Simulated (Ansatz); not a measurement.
Geometry optimisation, RKS PBE/def2-SVP in Ansatz 0.2.0.

Input:

```yaml
crystal:
  periodic: [false, false, false]
  atoms:
    - { symbol: "N", position_ang: [-0.7726, 0.7439, -0.7554] }
    - { symbol: Si, position_ang: [0.4904, 0.1996, 0.1079] }
    - { symbol: O, position_ang: [1.67202, 0.17, -1.04216] }
    - { symbol: H, position_ang: [-0.9679, 0.1142, -1.488] }
    - { symbol: H, position_ang: [-1.6245, 0.7826, -0.1652] }
    - { symbol: H, position_ang: [0.21377, -1.16617, 0.61826] }
    - { symbol: H, position_ang: [0.82452, 1.18085, 1.18239] }
    - { symbol: H, position_ang: [2.55485, -0.12916, -0.64471] }
basis:
  gaussian: { orbitals: def2-SVP }
hamiltonian:
  xc: pbe
relax:
  f_tol: 0.015
  max_steps: 40
output:
  orbitals: {}
```

Launched with:

```bash
$ ansatz run input.yaml --threads 1 --pin off --max-ram 2048MiB --backend cpu --events-out ev --progress --plain --runs-dir out
```

Where does it end, and by what steps?

The forces met the threshold. The force dipped under the threshold on the way, but the program's further checks kept it going. After 16 steps the energy has fallen by 0.606 eV; H5 moved furthest, 0.84 Å.

```tsv
step	energy less start (eV)	largest force component (eV/Å)	accepted
0	0.0000	3.508	yes
1	-0.3967	1.599	yes
2	-0.4977	0.244	yes
3	-0.5377	0.490	yes
4	-0.5314	0.771	no
5	-0.5650	0.138	yes
6	-0.5673	0.368	yes
7	-0.5859	0.389	yes
8	-0.6023	0.180	yes
9	-0.6056	0.056	yes
10	-0.6057	0.035	yes
11	-0.6058	0.067	yes
12	-0.6059	0.019	yes
13	-0.6059	0.022	yes
14	-0.6060	0.009	yes
15	-0.6060	0.059	no
16	-0.6061	0.014	yes
```

```xyz
8
Properties=species:S:1:pos:R:3
N -1.022 0.454 -0.567
Si 0.518 0.125 0.150
O 1.797 0.386 -0.921
H -1.319 -0.064 -1.397
H -1.336 1.426 -0.622
H 0.563 -1.316 0.592
H 0.605 1.047 1.336
H 2.584 -0.163 -0.757
```

Whether the end is a true minimum wasn't checked by a vibrational analysis.

Time of the run: 31 s on 1 thread of Arm Neoverse V1, with other jobs on the host, peak memory 0.13 GiB.
